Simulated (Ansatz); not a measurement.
`C=C1CN=CO1`. The species carries charge 0 and has multiplicity 1. The geometry is a stationary point of PBE0-D4/def2-TZVP.

```xyz
11

C    -0.606    1.387   -1.041
C    -0.168    0.334   -0.375
C     0.168    0.124    1.080
N     0.591   -1.271    1.160
C     0.502   -1.713   -0.014
O     0.074   -0.878   -0.999
H    -0.785    2.318   -0.520
H    -0.793    1.342   -2.105
H    -0.691    0.295    1.736
H     0.973    0.781    1.422
H     0.736   -2.718   -0.344
```

Question: What is the dipole moment at r2SCAN/def2-TZVPP? (Best estimate.)

Answer: Computed: 0.78 D, with components (-0.26, 0.65, -0.36) D in this frame, pointing from negative to positive charge.

Question: And with PBE, B3LYP, ωB97M-V? (An estimate is asked.)

Answer: Computed: PBE 0.79 D, B3LYP 0.82 D, ωB97M-V 0.79 D.

Question: Give the Mulliken charges with r2SCAN, B3LYP, ωB97M-V in def2-TZVPP. (Estimate.)

Answer: The calculation gave: 
```csv
atom,r2SCAN,B3LYP,ωB97M-V
C1,-0.29,-0.29,-0.27
C2,0.14,0.15,0.14
C3,0.13,0.00,-0.06
N4,-0.31,-0.24,-0.24
C5,0.17,0.09,0.11
O6,-0.25,-0.25,-0.24
H7,0.09,0.10,0.10
H8,0.09,0.11,0.10
H9,0.05,0.09,0.11
H10,0.05,0.09,0.11
H11,0.10,0.15,0.14
```

B3LYP here is the variant with VWN-RPA as its local correlation; programs differ in this.
